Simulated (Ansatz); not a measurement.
# B₂H₂ (triplet): from Hartree-Fock to the top rungs at scale of all distances = 1.100, cc-pVDZ

How much of the correlation energy of B₂H₂ (triplet) does each wave-function method recover here?

Program: Ansatz 0.2.0, Gaussian basis. Level of theory: cc-pVDZ, core rule «outside noble gas», up to 2 orbitals frozen. These are calculated values, not measurements.

To be run: UHF; CCSD(T) on ROHF; CCSD(T) on UHF; BCCD(T) on ROHF; CISD; CCSDT(Q) on ROHF; CCSDT(Q) on UHF; CASSCF and MRCISD+Q, 4 electrons in 4 orbitals; CASSCF and NEVPT2, 4 electrons in 4 orbitals; CASSCF and MRCISD+Q, 8 electrons in 10 orbitals; CASSCF and NEVPT2, 8 electrons in 10 orbitals.

19 further runs of the same task are left out: 2 for a mislabelled method, 13 that didn't finish, 4 set aside as unsound or not needed.

### 1 The system

The geometry derives from a PBE0/def2-TZVP stationary point (not a proven minimum). All distances are scaled together.

4 atoms, charge 0, spin multiplicity 3.

Atoms are counted from 1 here; the program's logs count them from 0.

Bond lengths: B1–B2 1.744 Å, B1–H3 1.317 Å, B1–H4 1.317 Å. Angles: B2–B1–H3 118.9°, B2–B1–H4 118.9°, H3–B1–H4 122.2°.

### 2 UHF

in.yaml

```yaml
crystal:
  periodic: [false, false, false]
  atoms:
    - {symbol: B, position_ang: [0.000000, 0.000000, 0.743191]}
    - {symbol: B, position_ang: [0.000000, 0.000000, -1.000399]}
    - {symbol: H, position_ang: [0.000000, 1.152655, 1.379389]}
    - {symbol: H, position_ang: [0.000000, -1.152655, 1.379389]}
basis:
  gaussian: {orbitals: cc-pVDZ}
magnetization: {spin_polarized: true, initial_magnetization: 2}
hamiltonian: {xc: hf}
output: {orbitals: {seedname: orbitals}}
```

The run is started by

```bash
$ ansatz run in.yaml --threads 1 --pin off --events-out ev --progress --plain --max-ram 2393MiB
```

Further steps of the session: CCSD(T) on ROHF; CCSD(T) on UHF; BCCD(T) on ROHF; CISD; CCSDT(Q) on ROHF; CCSDT(Q) on UHF; CASSCF and MRCISD+Q, 4 electrons in 4 orbitals; CASSCF and NEVPT2, 4 electrons in 4 orbitals; CASSCF and MRCISD+Q, 8 electrons in 10 orbitals; CASSCF and NEVPT2, 8 electrons in 10 orbitals.

Before running them: what should the planned runs give, taken together? Wanted: UCCSDT(Q) below the RHF energy; RMP2 from UCCSDT(Q); UMP2 from UCCSDT(Q); RCCSD from UCCSDT(Q); RCCSD(T) from UCCSDT(Q); UCCSD(T) from UCCSDT(Q); RCCSDT(Q) from UCCSDT(Q); NEVPT2 pair from UCCSDT(Q); MRCISD+Q pair from UCCSDT(Q).

As calculated:

| quantity | value |
| --- | --- |
| UCCSDT(Q) below the RHF energy | -4.4933 eV |
| RMP2 from UCCSDT(Q) | +1146.3 meV |
| UMP2 from UCCSDT(Q) | +1133.0 meV |
| RCCSD from UCCSDT(Q) | +190.4 meV |
| RCCSD(T) from UCCSDT(Q) | +50.4 meV |
| UCCSD(T) from UCCSDT(Q) | +49.4 meV |
| RCCSDT(Q) from UCCSDT(Q) | +0.7 meV |
| NEVPT2 pair from UCCSDT(Q) | +1176.6 meV |
| MRCISD+Q pair from UCCSDT(Q) | +53.0 meV |
| NEVPT2 valence from UCCSDT(Q) | +648.8 meV |
| levels within 1 kcal/mol (43 meV) | RCCSDT, UCCSDT, RCCSDT(Q), MRCISD+Q valence |
| T1 diagnostic | 0.042 |
| effectively unpaired electrons | 2.03 |

**Reading.** RCCSD(T) lands +50.4 meV from the yardstick (1.1 % of the correlation energy). The occupations are near whole numbers, but T1 = 0.042 shows that the orbitals relax strongly. Of the multireference levels listed MRCISD+Q valence comes nearest in total energy (+23.1 meV), which doesn't show that its space is the better one. These misses are within one basis, not against nature; the frozen cores of restricted and unrestricted runs differ, which can shift their rows.
